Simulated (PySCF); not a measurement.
# Ionisation energy of F by level of theory

F [He] 2s2 2p5 (2P) → F⁺ [He] 2s2 2p4 (3P), as a difference of total energies. All numbers are calculated (PySCF 2.14, the non-relativistic Hamiltonian (point nucleus), in 6-31G* (3s2p1d, 14 functions)). Correlated levels: valence: 1s2 frozen. The calculations carry no spin-orbit coupling.

```json
{"method": "UHF", "ionisation energy (eV)": "15.645", "error (eV)": "-1.782"}
{"method": "B3LYP", "ionisation energy (eV)": "17.420", "error (eV)": "-0.007"}
{"method": "TPSS", "ionisation energy (eV)": "17.127", "error (eV)": "-0.300"}
{"method": "MP2 (valence)", "ionisation energy (eV)": "16.866", "error (eV)": "-0.561"}
{"method": "SCS-MP2 (valence)", "ionisation energy (eV)": "16.816", "error (eV)": "-0.611"}
{"method": "CCSD (valence)", "ionisation energy (eV)": "16.795", "error (eV)": "-0.632"}
{"method": "CCSD(T) (valence)", "ionisation energy (eV)": "16.802", "error (eV)": "-0.625"}
```

Reference: 17.427 eV (measured; NIST levels, between the centres of gravity of the two terms).

Errors of the correlated levels include the incompleteness of this basis and the frozen core.
